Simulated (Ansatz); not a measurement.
Two structures, one formula

Two relaxed structures of MgAlNH4, singlet (PBE0-D4/def2-TZVP; forces vanish, vibrations not checked).

A:

N1  (-0.330, 0.008, -0.603)
Al2  (0.886, -1.163, 0.389)
Mg3  (-0.138, 1.117, 1.216)
H4  (-0.119, 0.281, -1.560)
H5  (-1.285, -0.350, -0.634)
H6  (-0.722, 2.586, 1.864)
H7  (1.543, -2.256, -0.601)
(Å)

B:

N1  (-1.252, 0.548, -0.833)
Al2  (-0.096, 0.528, 0.521)
Mg3  (1.880, -1.355, 0.611)
H4  (-1.256, -0.092, -1.610)
H5  (-2.004, 1.213, -0.930)
H6  (-0.394, 1.697, 1.575)
H7  (3.122, -2.540, 0.665)
(Å)

Computed with Ansatz 0.2.0 (basis: def2-TZVPP); correlated methods freeze the cores. The outer core shell of Li, Na, Mg and K is correlated. The def2 sets are not built for correlating such inner shells, so the correlated values are less sure here. B3LYP uses VWN-RPA correlation.

**Question.** Which structure is lower at CCSD(T), and by how much? (An estimate is asked for; the value comes from the calculation.)

**Answer.** The calculation gives: B, by 36.2 kJ/mol (electronic energy, against the other). By their contacts, A is MgAlNH₄ ([NH2]1[MgH][AlH]1) and B is MgAlNH₄ ([NH2][AlH][MgH]).

All methods give the same order:

| method | E(B) − E(A) (kJ/mol) |
| --- | --- |
| PBE-D4 | -36.7 |
| r2SCAN-D4 | -36.2 |
| PBE0-D4 | -38.8 |
| B3LYP-D4 | -40.0 |
| wB97M-V | -33.0 |
| HF | -51.7 |
| MP2 | -38.9 |
| CCSD | -38.1 |
| CCSD(T) | -36.2 |

The T1 diagnostic stays at or below 0.011. The restricted Hartree–Fock reference is unstable towards an unrestricted one at one or more of these structures.

Labels in which every atom is bracketed show which atoms are joined, not bond orders.

For scale, one of the runs: CCSD(T)/def2-TZVPP, 161 basis functions, launched by `ansatz run in.yaml --threads 2 --pin off --events-out ev --progress --plain --max-ram 4352MiB`. Time: 29 s of wall clock on 2 CPU threads of an Arm Neoverse V2; the host was shared. Peak host memory: 1.2 GiB.
